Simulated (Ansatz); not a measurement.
**One shape, several levels: [BH4]− (borohydride)**

We compute a comparison of 6 runs (SVWN5/3-21G, UPBE0/6-31G, revPBE/3-21G, CCSDT(Q)/3-21G, CCSDTQ/3-21G, CCSD/6-31G) of [BH4]− (borohydride). 

Program for the calculation: Ansatz 0.2.0.

5 further runs of the same task are left out: 4 that didn't finish, 1 set aside as unsound or not needed.

## (1) The system as given

[BH4]− has 5 atoms, charge -1, and is taken as a singlet. SMILES: `[BH4-]`. The H2–B1 distance was set to 2.456 Å, away from the relaxed value. At this shape a bond of the SMILES string is far longer than usual.

Bond lengths: B1–H3 1.229 Å, B1–H4 1.229 Å, B1–H5 1.229 Å. Angles: H3–B1–H4 109.5°, H3–B1–H5 109.4°, H4–B1–H5 109.5°.

## (2) The energy at SVWN5/3-21G (run 1)

Contents of in.yaml:

```yaml
crystal:
  periodic: [false, false, false]
  atoms:
    - {symbol: B, position_ang: [-0.683447, -0.996651, -0.217906]}
    - {symbol: H, position_ang: [0.683660, 0.997010, 0.217690]}
    - {symbol: H, position_ang: [0.042793, -1.985311, -0.284866]}
    - {symbol: H, position_ang: [-1.283957, -0.857121, -1.281156]}
    - {symbol: H, position_ang: [-1.493237, -1.145201, 0.695054]}
basis:
  gaussian:
    orbitals: 3-21G.json
total_charge: -1
hamiltonian:
  xc: {name: SVWN5}
accuracy: high
```

The basis set 3-21G is read from a file made from the Basis Set Exchange's data (not shown).

Command:

```
$ ansatz run in.yaml --threads 1 --pin off --max-ram 2610MiB --events-out events.jsonl --progress --plain --runs-dir runs
```

The program printed:

```text
Warning: RAYON_NUM_THREADS=1 ignored (pool sized by the plan → 1); use --threads N
Functional definition: SVWN5
  name "SVWN5"
  exchange = slater_x
  correlation = vwn5_c
337 factors; integrals over basis functions are off by at most 4.1e-9 eV
mean field evaluation 1: about -724.1056 eV, gradient 1.1e1 eV
mean field evaluation 2: about -717.2863 eV, gradient 3.2e1 eV
mean field evaluation 4: about -724.9599 eV, gradient 9.6e-1 eV
mean field evaluation 8: about -724.9375 eV, gradient 2.7e-2 eV
mean field evaluation 16: about -724.9375 eV, gradient 3.3e-8 eV
mean field -724.93753568 eV, -26.6409630561 hartree, gradient 3.3e-8 eV, S^2 0.000000; 0 other end points of the search recorded, 0 dependent functions left out
reference -724.93753758 eV, -26.6409631257 hartree; 5, 5 occupied and 12, 12 virtual orbitals, 337 factors
Total energy: -724.93753758 eV, -26.6409631257 hartree
```

It took 0.46 s on 1 thread of Intel Xeon Platinum 8259CL at 2.50GHz (Skylake/Cascade Lake), shared host; peak memory 0.096 GiB.

## (3) A single-point energy at UPBE0/6-31G (run 2)

in.yaml, as its differences from that of step 2:

```diff
@@ -10,6 +10,9 @@
   gaussian:
-    orbitals: 3-21G.json
+    orbitals: 6-31G
 total_charge: -1
+magnetization:
+  spin_polarized: true
+  initial_magnetization: 0
 hamiltonian:
-  xc: {name: SVWN5}
+  xc: pbe0
 accuracy: high
```

Command:

```
$ ansatz run in.yaml --threads 1 --pin off --max-ram 2610MiB --events-out events.jsonl --progress --plain --runs-dir runs
```

The program printed:

```text
Warning: RAYON_NUM_THREADS=1 ignored (pool sized by the plan → 1); use --threads N
Functional definition: PBE0
  name "PBE0"
  parameter a = 0.25
  parameter kappa = 0.804
  parameter beta = 0.06672455060314922
  exchange = (1 - a)*pbe_x(kappa = kappa, mu = beta*pi^2/3) + a*exact_x
  correlation = pbe_c(beta = beta)
410 factors; integrals over basis functions are off by at most 3.0e-9 eV
mean field evaluation 1: about -735.9391 eV, gradient 8.7e0 eV
mean field evaluation 2: about -733.3930 eV, gradient 1.8e1 eV
mean field evaluation 4: about -736.9743 eV, gradient 2.2e-1 eV
mean field evaluation 8: about -736.9634 eV, gradient 2.1e-3 eV
mean field evaluation 16: about -736.9634 eV, gradient 2.0e-8 eV
mean field -736.96339589 eV, -27.0829052673 hartree, gradient 2.0e-8 eV, S^2 0.000000; 1 other end points of the search recorded, 0 dependent functions left out
reference -736.96339741 eV, -27.0829053230 hartree; 5, 5 occupied and 12, 12 virtual orbitals, 410 factors
Total energy: -736.96339741 eV, -27.0829053230 hartree
```

It took 1.3 s on 1 thread of Intel Xeon Platinum 8259CL at 2.50GHz (Skylake/Cascade Lake), shared host; peak memory 0.11 GiB.

Runs 3 to 5 aren't shown in full; the table further down has their settings and results.

## (4) The energy at CCSD/6-31G (run 6)

in.yaml, as its differences from that of step 3:

```diff
@@ -9,10 +9,6 @@
 basis:
-  gaussian:
-    orbitals: 6-31G
+  gaussian: {orbitals: 6-31G}
+scf: {omitted_lower_state_checks: [cluster_reference, increment]}
+correlation: {method: ccsd, frozen_orbitals: {B: 1, H: 0}}
+accuracy: high
 total_charge: -1
-magnetization:
-  spin_polarized: true
-  initial_magnetization: 0
-hamiltonian:
-  xc: pbe0
-accuracy: high
```

Command:

```
$ ansatz run in.yaml --threads 1 --pin off --max-ram 2610MiB --events-out events.jsonl --progress --plain --runs-dir runs
```

The program printed:

```text
Warning: RAYON_NUM_THREADS=1 ignored (pool sized by the plan → 1); use --threads N
[... 11 lines left out ...]
1 core orbitals not correlated: weight in the atoms' cores, before any rotation towards them, 1.000 or more for the frozen orbitals, at most 0.000 for the correlated occupied ones
[... 22 lines left out ...]
Total energy: -733.53455590 eV, -26.9568977217 hartree
Checks for a lower state left out: cluster_reference, increment
```

Run time: 0.2 s. Hardware: 1 thread of Intel Xeon Platinum 8259CL at 2.50GHz (Skylake/Cascade Lake), shared host.

## (5) All runs side by side

| run | level | frozen core orbitals | energy (Eh) | wall time |
| --- | --- | --- | --- | --- |
| 1 | SVWN5/3-21G | – | -26.640963 | 0.46 s |
| 2 | UPBE0/6-31G | – | -27.082905 | 1.3 s |
| 3 | revPBE/3-21G | – | -26.979865 | 0.67 s |
| 4 | CCSDT(Q)/3-21G | 1 | -26.817111 | 0.65 s |
| 5 | CCSDTQ/3-21G | 1 | -26.817101 | 8.4 s |
| 6 | CCSD/6-31G | 1 | -26.956898 | 0.2 s |

## (6) Outcome

```
                                         quantity         value
                              run 6: total energy  -26.95690 Eh
run 6: correlation energy (1 core orbital frozen)    -106.5 mEh
                             run 6: T1 diagnostic         0.041
```

Totals of different functionals can't be ranked against each other. In run 6 the T1 diagnostic is large, so a single reference may not serve. In runs 4, 5, 6 the log says that unrestricted orbitals would lower the reference, so the values rest on an unstable closed-shell determinant (other closed-shell runs at this shape may share the fault). All runs together took 12 s, the longest 8.4 s.
